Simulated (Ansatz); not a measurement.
A made-up structure of Al$_{2}$NH$_{4}$, doublet:

Al1  (-2.001, 0.225, -0.671)
N2  (-0.098, -0.333, -0.345)
Al3  (1.224, 0.443, 0.938)
H4  (-2.927, -0.694, -1.912)
H5  (0.266, -1.204, -0.979)
H6  (0.676, 1.803, 1.936)
H7  (2.860, -0.240, 1.033)
(Å)

It is relaxed with PBE-D4/def2-SVP and then PBE0-D4/def2-TZVP (Ansatz 0.2.0). Atoms count as bonded within 1.22 times the sum of their covalent radii (H–H: 0.88 Å). The end point is not checked to be a true minimum.

(1) Does its bonding change? (A judgement: the text doesn't fix the answer.)

Results:

(1) By the calculation: No: no bond forms or breaks.

Where it ends: The first stage lowers the energy by 1.23 eV in 5 steps. It ends as Al₂NH₄ ([AlH][NH][AlH2]):
| atom | x (Å) | y (Å) | z (Å) |
| --- | --- | --- | --- |
| Al1 | -1.7883 | 0.2004 | -0.6001 |
| N2 | -0.0889 | -0.2948 | -0.3070 |
| Al3 | 1.0927 | 0.3958 | 0.8382 |
| H4 | -2.6119 | -0.6224 | -1.7092 |
| H5 | 0.2366 | -1.0726 | -0.8725 |
| H6 | 0.6076 | 1.6103 | 1.7312 |
| H7 | 2.5522 | -0.2167 | 0.9194 |

Labels in which every atom is bracketed show which atoms are joined, not bond orders.

For scale, one of the runs: PBE0-D4/def2-TZVP relaxation, 129 basis functions, launched by `ansatz run in.yaml --threads 2 --pin off --events-out ev --progress --plain --max-ram 4352MiB`. Hardware: 2 CPU threads of an Arm Neoverse V1, shared host. Wall time about 17 s.
